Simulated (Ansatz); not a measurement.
Ansatz (a quantum-chemistry and plane-wave program) input (wB97M-V/def2-TZVPP): A basis named .json is the Basis Set Exchange file of that set (core-valence sets with the plain set on hydrogen).

Ansatz 0.2 input:
```yaml
crystal:
  periodic: [false, false, false]
  atoms:
    - {symbol: C, position_ang: [-0.07275672, 1.12916893, 0.00212857]}
    - {symbol: S, position_ang: [-0.04234019, -0.64860717, -0.00102657]}
    - {symbol: H, position_ang: [1.30459006, -0.82487224, -0.00447189]}
    - {symbol: H, position_ang: [-1.11267682, 1.44681760, 0.00510357]}
    - {symbol: H, position_ang: [0.46310493, 1.48883727, 0.88953771]}
    - {symbol: H, position_ang: [0.45896518, 1.49191853, -0.88651564]}
basis:
  gaussian:
    orbitals: def2-TZVPP
    fitting: {mean_field: cc-pVTZ-JKFIT.json}
hamiltonian:
  xc: {name: wB97M-V}
total_charge: 1
magnetization: {spin_polarized: true, initial_magnetization: 1}
```

Output:

```
Functional definition: wB97M-V
integrals: 0.05 GiB planned
320 factors; integrals over basis functions are off by at most 1.3e0 eV
integrals: 0.09 GiB planned
320 factors; integrals over basis functions are off by at most 7.2e-7 eV
mean field: 0.64 GiB planned
mean field evaluation 1: about -11922.7197 eV, gradient 3.4e1 eV
mean field evaluation 2: about -11924.2605 eV, gradient 2.6e1 eV
mean field evaluation 4: about -11927.5391 eV, gradient 6.8e-1 eV
mean field evaluation 8: about -11927.5509 eV, gradient 3.1e-2 eV
mean field evaluation 16: about -11927.5509 eV, gradient 3.0e-5 eV
mean field -11927.55092289 eV, -438.3294116319 hartree, gradient 3.0e-5 eV, S^2 0.753022; 0 other end points of the search recorded, 0 dependent functions left out
reference -11927.55095850 eV, -438.3294129404 hartree; 13, 12 occupied and 116, 117 virtual orbitals, 320 factors
Total energy: -11927.55095850 eV, -438.3294129404 hartree
```
